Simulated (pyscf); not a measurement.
Thermochemistry of product channels of H₂Si=S on the singlet surface, in eV, from ωB97M-D3(BJ)/def2-TZVP energies (ideal gas, 1 atm, RRHO with modes under 100 cm⁻¹ raised to 100, one conformer, R ln 2 for chiral ones without a mode under 150 cm⁻¹). Single points on ωB97X-D3(BJ)/def2-SVP structures (PySCF, gas phase).

| products | ΔE | ΔH(298 K) | ΔG(600 K) | ΔG(1200 K) |
|---|---|---|---|---|
| :HSi–SH [singlet] | +0.40 | +0.40 | +0.34 | +0.27 |
| :Si=S [singlet] + H₂ | +0.41 | +0.33 | -0.36 | -1.07 |

These are energies of the channels, which say nothing of barriers.
